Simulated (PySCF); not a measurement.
Ethanolate, C2H5O (charge -1).
Cartesian coordinates in Å at the PBE0-D3(BJ)/def2-SVP level; atoms count from 1:
```
atom  x, y, z in Å
C1     0.7792    0.0776    0.0242
C2    -0.7710   -0.0667   -0.0789
O3    -1.3575    0.8807   -0.7412
H4     1.2741   -0.7313    0.6050
H5     1.2084    0.1019   -0.9953
H6     1.0163    1.0527    0.4903
H7    -1.0906   -0.2218    1.0347
H8    -0.9026   -1.1598   -0.4716
```

Lines to be assigned: C 1s: 284.93 (area 1), 285.68 (area 1) eV; O 1s: 528.55 eV.

Method: PySCF 2.14.0, delta-SCF UKS SCAN, pcX-2 on the ionised atom, pcseg-1 elsewhere, spin-free X2C. Geometry: PBE0-D3(BJ)/def2-SVP; no solvent, vibrations or thermal averaging. The geometry's basis has no diffuse functions, a weakness for an anion.

Q: Assign the C 1s lines to atoms.

A: 284.93 eV: C1 (methyl carbon); 285.68 eV: C2 (sp3 carbon bound to oxygen). Lowest listed C 1s: C1, bonded to C and 3 H. Highest, 0.75 eV above it: C2, bonded to O, C and 2 H. Summing the Pauling electronegativity differences to the bonded atoms, each weighted by its formal bond order, gives -1.05 for the lowest site and +0.19 for the highest.

Bonded neighbours of each site: C1: C and 3 H; C2: O, C and 2 H; O3: C.

Q: Which photon energy gives electrons from C 1s of C1 a kinetic energy of 100 eV, and what is their de Broglie wavelength?

A: hν = 284.93 + 100 = 384.93 eV, recoil neglected; λ = 12.264 Å/√(E/eV) = 1.23 Å.

The species carries charge -1, so core ionisation leaves a neutral species. The basis sets have no added diffuse functions.
